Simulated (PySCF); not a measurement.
hydrogen peroxide cation (H2O2), SMILES OO (connectivity only; charge and spin as stated), charge +1, multiplicity 2. Atoms are numbered in the order given.

```xyz
4

O      0.1577    -0.6279     0.0000
O     -0.1577     0.6279     0.0000
H     -0.7144    -1.1090     0.0000
H      0.7144     1.1090     0.0000
```
Charge +1, spin multiplicity 2.

Geometry: ωB97X-D3(BJ)/def2-TZVP. The spin state was assumed, not searched.

Method: B3LYP/pcH-1 (PySCF).

Unrestricted Kohn–Sham, ⟨S²⟩ = 0.753. Hyperfine tensors hold the contact and dipolar terms, without spin-orbit corrections.

### Question
Estimate the hyperfine couplings. (The exact figures need the calculation; the answer reports its results.)

### Answer

```tsv
nucleus	A(iso) (MHz)	A(iso) (G)	dipolar principal values (MHz)
17O no. 1	-49.7	-17.7	-191.1, 93.2, 97.9
17O no. 2	-49.7	-17.7	-191.1, 93.2, 97.9
1H no. 3	-41.7	-14.9	-35.7, -18.9, 54.6
1H no. 4	-41.7	-14.9	-35.7, -18.9, 54.6
```

### Question
And the g tensor (effective nuclear charges for spin-orbit coupling, GIAO)? (Estimate from the structure and the level; the computed values follow.)

### Answer
principal values 2.0020, 2.0071, 2.0154; isotropic 2.0081.
